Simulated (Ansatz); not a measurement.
System: rock-salt HoN. Method: r²SCAN+rVV10 in Ansatz (PAW).

Numerical settings: plane-wave cutoff 500 eV, 14×14×14 k mesh, Fermi–Dirac smearing 0.05 eV, spin-polarised with parallel moments, scalar-relativistic PAW data made under PBE.

Computed at the level's own relaxed cell.

**Question.** Give the computed equilibrium volume per atom and equilibrium lattice constant a.

**Answer.** 
- equilibrium volume per atom: 14.16 Å³/atom
- equilibrium lattice constant a: 4.839 Å

Note: the magnetic order was assumed, not searched for or taken from measurement; the 4f shell is treated without U or exact exchange, so its levels and filling can be wrong.

Spin–orbit coupling is not included.

Static lattice: no zero-point or thermal effects.

Ansatz is an electronic-structure program.
